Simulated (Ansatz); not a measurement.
This geometry of AlFH2 (4 atoms, charge 0, multiplicity 1) is a first-order saddle point.

Method: RKS PBE/def2-SVP (Ansatz).

```xyz
4
Properties=species:S:1:pos:R:3
Al 0.248 0.000 -0.484
F 0.988 0.000 1.331
H 1.754 0.000 0.424
H -1.378 0.000 -0.340
```

(1) Which two structures does it join? (They come from a converged band through this point; their orientation in space is the band's.)

(2) How far does it lie above each of them?

## Answers

(1) Bonds broken: Al1–F2, Al1–H3. Bonds formed: F2–H3. AlFH2 becomes AlH + FH.

First end point:

```xyz
4
Properties=species:S:1:pos:R:3
Al 0.401 0.000 0.170
F 0.444 0.000 1.851
H 1.804 0.000 -0.582
H -1.038 0.000 -0.509
```

Last end point:

```xyz
4
Properties=species:S:1:pos:R:3
Al 0.089 0.000 -0.823
F 1.085 0.000 1.225
H 1.884 0.000 0.702
H -1.445 0.000 -0.174
```

(2) 69.1 kcal/mol above the first and 4.9 kcal/mol above the second. This is the barrier of this one path; another mechanism may lie lower. The orbitals stay closed-shell, which can raise the energy where a bond breaks towards radicals; this wasn't checked here.

Run time: 57 s on 1 thread of Arm Neoverse V1, with other jobs on the host, peak memory 0.086 GiB.
